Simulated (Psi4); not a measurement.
**A workflow on SiO (SMILES O=[Si])**

Aim: a geometry optimisation (PBE-D3(BJ)/def2-SVP), then the harmonic vibrations of SiO. 

The calculation is run with Psi4 1.11.

## (1) The molecule

SiO: 2 atoms, total charge 0, spin state singlet. SMILES: `O=[Si]`. Geometry: relaxed at PBE0-D4/def2-TZVP. The run starts from this shape.

Bond lengths: O1–Si2 1.509 Å.

## (2) A geometry optimisation at PBE-D3(BJ)/def2-SVP (density fitting) (run 1)

osi.inp

```
memory 1.6 GB

molecule {
  0 1
  O     -0.640700     0.231500    -0.324000
  Si     0.640700    -0.231500     0.324000
}

set basis def2-SVP
set geom_maxiter 60

energy_value, wavefunction = opt("pbe-d3(bj)", return_wfn=True)
```

Command:

```console
$ psi4 -i osi.inp -o osi.out -n 1
```

osi.out:

```text
Psi4 1.11 release

gradient() will perform analytic gradient computation.

   => Loading Basis Set <=

    Name: DEF2-SVP
    Role: ORBITAL
    Keyword: BASIS

   => PBE-D3(BJ): Empirical Dispersion <=

        s6 =       1.000000
        s8 =       0.787500
        a1 =       0.428900
        a2 =       4.440700

         ---------------------------------------------------------
                                   SCF
                              RKS Reference
                        1 Threads,   1525 MiB Core
         ---------------------------------------------------------

  ==> Geometry <==

    Molecular point group: c2v
    Full point group: C_inf_v

    Geometry (in Angstrom), charge = 0, multiplicity = 1:

       Center              X                  Y                   Z               Mass
    ------------   -----------------  -----------------  -----------------  -----------------
         O            0.000000000000     0.000000000000    -0.959922532603    15.994914619570
         SI          -0.000000000000    -0.000000000000     0.548805063751    27.976926534650

  Running in c2v symmetry.

  Rotational constants: A = ************  B =      0.72773  C =      0.72773 [cm^-1]
  Rotational constants: A = ************  B =  21816.65947  C =  21816.65947 [MHz]
  Nuclear repulsion =   39.283332351226669

  Charge       = 0
  Multiplicity = 1
  Electrons    = 22
  Nalpha       = 11
  Nbeta        = 11

  ==> Algorithm <==

  SCF Algorithm Type is DF.
  DIIS enabled.
  MOM disabled.
  Fractional occupation disabled.
  Guess Type is SAD.
  Energy threshold   = 1.00e-08
  Density threshold  = 1.00e-08
  Integral threshold = 1.00e-12

  ==> Primary Basis <==

  Basis Set: DEF2-SVP
    Blend: DEF2-SVP
    Number of shells: 14
    Number of basis functions: 32
    Number of Cartesian functions: 34
    Spherical Harmonics?: true
    Max angular momentum: 2

  ==> DFT Potential <==

   => LibXC <=

    Version 7.1.2

   => Composite Functional: PBE-D3BJ2B <=

    PBE GGA Exchange-Correlation Functional

    Deriv               =              1
    GGA                 =           TRUE
    Meta                =          FALSE

    Exchange Hybrid     =          FALSE
    MP2 Hybrid          =          FALSE

   => Exchange Functionals <=

    1.0000     XC_GGA_X_PBE

   => Correlation Functionals <=

    1.0000     XC_GGA_C_PBE

   => LibXC Density Thresholds  <==

    XC_GGA_C_PBE:  1.00E-12
    XC_GGA_X_PBE:  1.00E-15

   => Molecular Quadrature <=

    Radial Scheme          =       TREUTLER
    Pruning Scheme         =           NONE
    Nuclear Scheme         =       TREUTLER

    Blocking Scheme        =         OCTREE
    BS radius alpha        =              1
    Pruning alpha          =              1
    Radial Points          =             75
    Spherical Points       =            302
    Total Points           =          42695
    Total Blocks           =            397
    Max Points             =            256
    Max Functions          =             32
    Weights Tolerance      =       1.00E-15

   => Loading Basis Set <=

    Name: (DEF2-SVP AUX)
    Role: JKFIT
    Keyword: DF_BASIS_SCF

  ==> Integral Setup <==

  DFHelper Memory: AOs need 0.002 GiB; user supplied 1.082 GiB.
  SCF_SUBTYPE=INCORE selected. In-core MEM_DF algorithm will be used.
  Using in-core AOs.

  ==> MemDFJK: Density-Fitted J/K Matrices <==

    J tasked:                   Yes
    K tasked:                    No
    wK tasked:                   No
    Memory [MiB]:              1107
    Algorithm:                 Core
    Schwarz Cutoff:           1E-12
    Mask sparsity (%):       0.1953
    Fitting Condition:        1E-10

   => Auxiliary Basis Set <=

  Basis Set: (DEF2-SVP AUX)
    Blend: DEF2-UNIVERSAL-JKFIT
    Number of shells: 63
    Number of basis functions: 205
    Number of Cartesian functions: 248
    Spherical Harmonics?: true
    Max angular momentum: 4

  Cached 100.0% of DFT collocation blocks in 0.036 [GiB].

  Minimum eigenvalue in the overlap matrix is 2.6531354499E-02.
  Reciprocal condition number of the overlap matrix is 8.3348846122E-03.
    Using symmetric orthogonalization.

  ==> Pre-Iterations <==

  SCF Guess: Superposition of Atomic Densities via on-the-fly atomic UHF (no occupation information).

   -------------------------
    Irrep   Nso     Nmo
   -------------------------
     A1        16      16
     A2         2       2
     B1         7       7
     B2         7       7
   -------------------------
    Total      32      32
   -------------------------

  ==> Iterations <==

                           Total Energy        Delta E     RMS |[F,P]|

   @DF-RKS iter SAD:  -363.89963516441281   -3.63900e+02   0.00000e+00
   @DF-RKS iter   1:  -364.01161292537472   -1.11978e-01   4.58483e-02 DIIS/ADIIS
   @DF-RKS iter   2:  -358.99098913647720    5.02062e+00   1.30382e-01 ADIIS
   @DF-RKS iter   3:  -363.58288780420168   -4.59190e+00   6.81120e-02 DIIS/ADIIS
   @DF-RKS iter   4:  -364.32809134510575   -7.45204e-01   1.05860e-02 DIIS/ADIIS
   @DF-RKS iter   5:  -364.34261822482358   -1.45269e-02   1.68257e-03 DIIS/ADIIS
   @DF-RKS iter   6:  -364.34315423166970   -5.36007e-04   4.46861e-04 DIIS/ADIIS
   @DF-RKS iter   7:  -364.34318590060053   -3.16689e-05   5.97332e-05 DIIS
   @DF-RKS iter   8:  -364.34318660314000   -7.02539e-07   5.12850e-06 DIIS
   @DF-RKS iter   9:  -364.34318660764143   -4.50143e-09   3.21535e-07 DIIS
   @DF-RKS iter  10:  -364.34318660765547   -1.40403e-11   2.80640e-08 DIIS
   @DF-RKS iter  11:  -364.34318660765558   -1.13687e-13   4.48453e-09 DIIS
  Energy and wave function converged.

  ==> Post-Iterations <==

[... 23 lines left out ...]
    Final Occupation by Irrep:
[... 9 lines left out ...]
    Nuclear Repulsion Energy =             39.2833323512266688
[... 1 line left out ...]
    Two-Electron Energy =                 208.4090128061726830
[... 1 line left out ...]
    Empirical Dispersion Energy =          -0.0006558581035061
[... 1 line left out ...]
    Total Energy =                       -364.3431866076555821
[... 15 lines left out ...]
 Dipole Y            :          0.0000000            0.0000000            0.0000000
[... 71 lines left out ...]
    Weights Tolerance      =       1.00E-15
[... 35 lines left out ...]
	Measures of convergence in internal coordinates in au.
[... 6 lines left out ...]
	  Convergence Criteria     1.00e-06 *    3.00e-04 *             o    1.20e-03 *             o~
[... 114 lines left out ...]
                           Total Energy        Delta E     RMS |[F,P]|
[... 2 lines left out ...]
   @DF-RKS iter   1:  -364.34409889142387   -1.61966e-02   1.46661e-03 DIIS/ADIIS
[... 1 line left out ...]
   @DF-RKS iter   3:  -364.34447671881105   -7.92993e-03   3.75784e-04 DIIS/ADIIS
[... 1 line left out ...]
   @DF-RKS iter   5:  -364.34450313289273   -7.41293e-07   4.41882e-06 DIIS
[... 1 line left out ...]
   @DF-RKS iter   7:  -364.34450313660687   -3.18323e-12   1.77742e-08 DIIS
[... 1 line left out ...]
  Energy and wave function converged.
[... 12 lines left out ...]
  @DF-RKS Final Energy:  -364.34450313660705
[... 4 lines left out ...]
    One-Electron Energy =                -581.3186448646887357
[... 1 line left out ...]
    DFT Exchange-Correlation Energy =     -29.1990314040629464
[... 1 line left out ...]
    VV10 Nonlocal Energy =                  0.0000000000000000
[... 15 lines left out ...]
 Dipole X            :          0.0000000            0.0000000            0.0000000
[... 1 line left out ...]
 Dipole Z            :          0.9343307            0.0074951            0.9418257
[... 73 lines left out ...]
	                                 ==> Convergence Check <==
[... 6 lines left out ...]
	   Step    Total Energy     Delta E     Max Force     RMS Force      Max Disp      RMS Disp
[... 62 lines left out ...]
    Weights Tolerance      =       1.00E-15
[... 21 lines left out ...]
   @DF-RKS iter   0:  -364.34089219547741   -3.64341e+02   9.44124e-04
[... 1 line left out ...]
   @DF-RKS iter   2:  -364.34416804489655    3.63803e-04   1.53368e-03 DIIS/ADIIS
[... 1 line left out ...]
   @DF-RKS iter   4:  -364.34455235629122   -3.38722e-07   1.06755e-05 DIIS
[... 1 line left out ...]
   @DF-RKS iter   6:  -364.34455237656721   -1.94404e-10   5.34718e-08 DIIS
[... 1 line left out ...]
  Energy and wave function converged.
[... 12 lines left out ...]
  @DF-RKS Final Energy:  -364.34455237656766
[... 4 lines left out ...]
    One-Electron Energy =                -580.9951117092906543
[... 1 line left out ...]
    DFT Exchange-Correlation Energy =     -29.1950932551499172
[... 1 line left out ...]
    VV10 Nonlocal Energy =                  0.0000000000000000
[... 15 lines left out ...]
 Dipole X            :          0.0000000            0.0000000            0.0000000
[... 1 line left out ...]
 Dipole Z            :          0.9404414            0.0075266            0.9479680
[... 73 lines left out ...]
	                                 ==> Convergence Check <==
[... 6 lines left out ...]
	   Step    Total Energy     Delta E     Max Force     RMS Force      Max Disp      RMS Disp
[... 62 lines left out ...]
    Weights Tolerance      =       1.00E-15
[... 13 lines left out ...]
  Minimum eigenvalue in the overlap matrix is 2.9594607377E-02.
  Reciprocal condition number of the overlap matrix is 9.3843435323E-03.
    Using symmetric orthogonalization.

  ==> Iterations <==

                           Total Energy        Delta E     RMS |[F,P]|

   @DF-RKS iter   0:  -364.34419965097055   -3.64344e+02   9.06335e-05
   @DF-RKS iter   1:  -364.34455262223992   -3.52971e-04   3.20321e-05 DIIS
   @DF-RKS iter   2:  -364.34454928697596    3.33526e-06   1.46862e-04 DIIS/ADIIS
   @DF-RKS iter   3:  -364.34455280835050   -3.52137e-06   5.14437e-06 DIIS
   @DF-RKS iter   4:  -364.34455281380332   -5.45282e-09   9.70015e-07 DIIS
   @DF-RKS iter   5:  -364.34455281397032   -1.67006e-10   1.11937e-07 DIIS
   @DF-RKS iter   6:  -364.34455281397265   -2.33058e-12   3.29546e-09 DIIS
  Energy and wave function converged.

  ==> Post-Iterations <==

   Electrons on quadrature grid:
      Ntotal   =   22.0000061896 ; deviation = 6.190e-06

    Orbital Energies [Eh]
    ---------------------

    Doubly Occupied:

       1A1   -65.431404     2A1   -18.749079     3A1    -5.089216
       1B1    -3.505671     1B2    -3.505671     4A1    -3.499093
       5A1    -0.838907     6A1    -0.386534     2B2    -0.288272
       2B1    -0.288272     7A1    -0.266938

    Virtual:

       3B2    -0.096743     3B1    -0.096743     8A1     0.027018
       9A1     0.157586     4B1     0.361493     4B2     0.361493
       1A2     0.395442    10A1     0.395443    11A1     0.416605
       5B1     0.476420     5B2     0.476420    12A1     0.756900
       6B2     0.968664     6B1     0.968664    13A1     1.013193
      14A1     1.164985    15A1     2.546963     2A2     2.546989
       7B2     2.677585     7B1     2.677585    16A1     3.128419

    Final Occupation by Irrep:
             A1    A2    B1    B2
    DOCC [     7,    0,    2,    2 ]
    NA   [     7,    0,    2,    2 ]
    NB   [     7,    0,    2,    2 ]

  @DF-RKS Final Energy:  -364.34455281397265

   => Energetics <=

    Nuclear Repulsion Energy =             38.3578130535090125
    One-Electron Energy =                -580.9640260474761817
    Two-Electron Energy =                 207.4570320113689377
    DFT Exchange-Correlation Energy =     -29.1947162615172395
    Empirical Dispersion Energy =          -0.0006555698572652
    VV10 Nonlocal Energy =                  0.0000000000000000
    Total Energy =                       -364.3445528139726548

Computation Completed

Properties will be evaluated at   0.000000,   0.000000,   0.000000 [a0]

Properties computed using the SCF density matrix

 Multipole Moments:

 ------------------------------------------------------------------------------------
     Multipole            Electronic (a.u.)      Nuclear  (a.u.)        Total (a.u.)
 ------------------------------------------------------------------------------------

 L = 1.  Multiply by 2.5417464519 to convert [e a0] to [Debye]
 Dipole X            :          0.0000000           -0.0000000           -0.0000000
 Dipole Y            :          0.0000000           -0.0000000           -0.0000000
 Dipole Z            :          0.9410304            0.0075296            0.9485600
 Magnitude           :                                                    0.9485600

 ------------------------------------------------------------------------------------

	total time  =          1 seconds =       0.02 minutes

         ------------------------------------------------------------
                                   SCF GRAD
         ------------------------------------------------------------

  ==> Geometry <==

    Molecular point group: c2v
    Full point group: C_inf_v

    Geometry (in Angstrom), charge = 0, multiplicity = 1:

       Center              X                  Y                   Z               Mass
    ------------   -----------------  -----------------  -----------------  -----------------
         O           -0.000000000000    -0.000000000000    -0.983084093639    15.994914619570
         SI           0.000000000000     0.000000000000     0.562046946870    27.976926534650

  Nuclear repulsion =   38.357813053509012

   => Molecular Quadrature <=

    Radial Scheme          =       TREUTLER
    Pruning Scheme         =           NONE
    Nuclear Scheme         =       TREUTLER

    Blocking Scheme        =         OCTREE
    BS radius alpha        =              1
    Pruning alpha          =              1
    Radial Points          =             75
    Spherical Points       =            302
    Total Points           =          42715
    Total Blocks           =            398
    Max Points             =            256
    Max Functions          =             32
    Weights Tolerance      =       1.00E-15

  -Total Gradient:
     Atom            X                  Y                   Z
    ------   -----------------  -----------------  -----------------
       1        0.000000000000     0.000000000000     0.000081320697
       2        0.000000000000    -0.000000000000    -0.000055129299

	total time  =          0 seconds =       0.00 minutes

    			-----------------------------------------

    			 OPTKING 3.0: for geometry optimizations

    			        with contributions from

    			-----------------------------------------

	                            ===> Fragment 1 <==

	 Z (Atomic Numbers)          Masses                          Geom
	       8.000000            15.994915         -0.00000000 -0.00000000 -1.85775970
	      14.000000            27.976927          0.00000000  0.00000000  1.06211480

	 - Coordinate -           - BOHR/RAD -       - ANG/DEG -
	 R(1,2)           =         2.919874           1.545131

	        --- Internal Coordinate Step in ANG or DEG, aJ/ANG or AJ/DEG ---
	-------------------------------------------------------------------------------
	           Coordinate      Previous         Force          Change          New
	           ----------      --------        ------          ------        ------
	               R(1,2)       1.54513        0.00056        0.00006       1.54519
	-------------------------------------------------------------------------------

	                                 ==> Convergence Check <==

	Measures of convergence in internal coordinates in au.

	Criteria marked as inactive (o), active & met (*), and active & unmet ( ).

	----------------------------------------------------------------------------------------------
	   Step    Total Energy     Delta E     Max Force     RMS Force      Max Disp      RMS Disp
	----------------------------------------------------------------------------------------------
	  Convergence Criteria     1.00e-06 *    3.00e-04 *             o    1.20e-03 *             o
	----------------------------------------------------------------------------------------------
	     4    -364.34455281   -4.37e-07 *    6.82e-05 *    6.82e-05 o    1.15e-04 *    1.15e-04 o  ~
	----------------------------------------------------------------------------------------------

Next Geometry in Ang
	Fragment 1 (Ang)

	    O  -0.0000000000  -0.0000000000  -0.9831144065
	   Si   0.0000000000   0.0000000000   0.5620772597

    Final optimized geometry and variables:
    Molecular point group: c2v
    Full point group: C_inf_v

    Geometry (in Angstrom), charge = 0, multiplicity = 1:

    O           -0.000000000000     0.000000000000    -0.983084093639
    SI           0.000000000000    -0.000000000000     0.562046946870

    Psi4 run time: 0:00:05.47

[set-up sections that repeat, and orbital energies of the middle runs, are left out above]
```

Standard output:

```text
Optimizer: Optimization complete!
```

Wall time 6.6 s (1 thread of Intel Xeon Platinum 8488C (Sapphire Rapids), shared host); peak memory 0.26 GiB.

The path in brief:

```
step  energy from the first frame kept (eV)  largest force (eV/Å)
   0                                 0.0000                2.1115
   1                                -0.0358                0.3824
   2                                -0.0372                0.0369
   3                                -0.0372                0.0042
```

After the run. Bond lengths: O1–Si2 1.545 Å.

## (3) The harmonic vibrations at PBE-D3(BJ)/def2-SVP (density fitting) (run 2)

job.dat

```
memory 1600 MB

molecule molecule1 {
  0 1
  O     -0.660372     0.238608    -0.333948
  Si     0.651947    -0.235564     0.329687
  units angstrom
}

set basis def2-SVP
set reference rks
set t 500.0
set rotational_symmetry_number 1

E = freq('pbe-d3(bj)')
print_variables()
```

Command:

```console
$ psi4 -n 1 job.dat job.out
```

job.out (excerpt; [...] marks lines left out):

```text
[...]
  Running in c2v symmetry.
[...]
  Nuclear repulsion =   38.357799202334199
[...]
  Multiplicity = 1
[...]
  Nalpha       = 11
  Nbeta        = 11
[...]
    Number of basis functions: 32
[...]
   @DF-RKS iter   1:  -364.01182628293253   -1.43624e-01   4.55918e-02 ADIIS/DIIS
[...]
  Running in cs symmetry.
[...]
   @DF-RKS iter  11:  -364.34455281404814   -1.25056e-12   4.90232e-09 DIIS
[...]
  @DF-RKS Final Energy:  -364.34455281404814
   => Energetics <=
    Nuclear Repulsion Energy =             38.3577936761209557
    One-Electron Energy =                -580.9639875443772326
    Two-Electron Energy =                 207.4570124797616302
    DFT Exchange-Correlation Energy =     -29.1947158557027180
    Empirical Dispersion Energy =          -0.0006555698507594
    VV10 Nonlocal Energy =                  0.0000000000000000
    Total Energy =                       -364.3445528140481429
[...]
 Multipole Moments:
 ------------------------------------------------------------------------------------
     Multipole            Electronic (a.u.)      Nuclear  (a.u.)        Total (a.u.)
 ------------------------------------------------------------------------------------
 L = 1.  Multiply by 2.5417464519 to convert [e a0] to [Debye]
 Dipole X            :          0.0000000            0.0000000            0.0000000
 Dipole Y            :          0.0005051            0.0000040            0.0005092
 Dipole Z            :          0.9410310            0.0075296            0.9485606
 Magnitude           :                                                    0.9485608
[...]
  -Total Gradient:
     Atom            X                  Y                   Z
    ------   -----------------  -----------------  -----------------
       1        0.000000000000     0.000000043215     0.000080506069
       2        0.000000000000    -0.000000029156    -0.000054315254
[...]
  ==> Harmonic Vibrational Analysis <==
[...]
  Freq [cm^-1]                1181.7171
[...]
  IR activ [km/mol]            24.1227
[...]
  Total E_0, Enthalpy at 0 [K]                                                         -364.34186066 [Eh]
[...]
  Total H, Enthalpy at  500.00 [K]                                                     -364.33613294 [Eh]
[...]
  Total G, Gibbs energy at  500.00 [K]                                                 -364.37954132 [Eh]
[...]
```

Run time: 8.4 s. Hardware: 1 thread of Intel Xeon Platinum 8488C (Sapphire Rapids), shared host; peak memory 0.26 GiB.

## (4) Summary of results

| quantity | value |
| --- | --- |
| run 1, PBE-D3(BJ)/def2-SVP: total energy at the end | -364.34455 Eh |
| run 1, PBE-D3(BJ)/def2-SVP: dipole moment | 2.41 D |
| run 1, PBE-D3(BJ)/def2-SVP: HOMO energy | -7.26 eV |
| run 1, PBE-D3(BJ)/def2-SVP: LUMO energy | -2.63 eV |
| run 1, PBE-D3(BJ)/def2-SVP: HOMO–LUMO gap | 4.63 eV |
| run 1, PBE-D3(BJ)/def2-SVP: bond length | 1.545 Å |
| run 1, PBE-D3(BJ)/def2-SVP: dispersion energy | -1.72 kJ/mol |
| run 2, PBE-D3(BJ)/def2-SVP: harmonic wavenumber | 1182 cm⁻¹ |
| run 2, PBE-D3(BJ)/def2-SVP: zero-point energy | 7.1 kJ/mol |
| run 2, PBE-D3(BJ)/def2-SVP: ideal-gas entropy at 500 K (symmetry number 1 as used) | 54.5 cal/(mol K) |

In words: The optimisation (run 1, PBE-D3(BJ)/def2-SVP) took 4 steps and changed the energy by -0.037 eV. The one mode (run 2, PBE-D3(BJ)/def2-SVP) is real, so the shape is a minimum at this level.
